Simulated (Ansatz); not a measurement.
The same path of CH$_{3}$BF (6 atoms, charge 0, multiplicity 2) was run 3 times with different band settings. The coordinate that changes most is the dihedral H5–C1–B2–F3.

These are results of Ansatz 0.2.0, UKS PBE0/def2-SVP, not measurements.

Relaxed end points:

```xyz
6
Properties=species:S:1:pos:R:3
C -0.303 0.312 -0.174
B 0.289 -1.070 0.237
F 1.489 -1.234 0.740
H -1.230 0.496 0.394
H 0.397 1.147 -0.009
H -0.599 0.286 -1.235
```

```xyz
6
Properties=species:S:1:pos:R:3
C -0.237 0.353 -0.198
B 0.891 -0.705 -0.003
F 0.910 -1.586 0.969
H -1.010 0.302 0.587
H 0.199 1.365 -0.218
H -0.709 0.207 -1.183
```

Common settings: movable images 7; climbing image yes; spring 5.0 eV/Å²; optimiser quadratic models (default); start path through a guess of the saddle point; iteration limit 60; end points relaxed.

| run | force threshold |
| --- | --- |
| 1 | 0.05 eV/Å |
| 2 | 0.5 eV/Å |
| 3 | 0.5 eV/Å |

(1) What does each run give, and how far can it be trusted?

Answers

(1) Run 1: converged after 5 iterations, highest image 0.001 eV above the first end. The top lies less than 8 meV above the higher end, about what the thresholds resolve: that end is a shoulder or a very shallow well. A vibrational analysis at the climbing image gives one clearly imaginary mode, 86i cm⁻¹: a first-order saddle point.
Run 2: converged after 4 iterations, highest image 0.002 eV above the first end. The threshold of 0.5 eV/Å is loose, so the images may lie well off the minimum-energy path. The top lies less than 8 meV above the higher end, about what the thresholds resolve: that end is a shoulder or a very shallow well. Another band between the same ends (7 images) ends at a top of the same energy, where a vibrational analysis finds 1 clearly imaginary mode.
Run 3: converged after 4 iterations, highest image 0.002 eV above the first end. The threshold of 0.5 eV/Å is loose, so the images may lie well off the minimum-energy path. The top lies less than 8 meV above the higher end, about what the thresholds resolve: that end is a shoulder or a very shallow well. Another band between the same ends (7 images) ends at a top of the same energy, where a vibrational analysis finds 1 clearly imaginary mode.
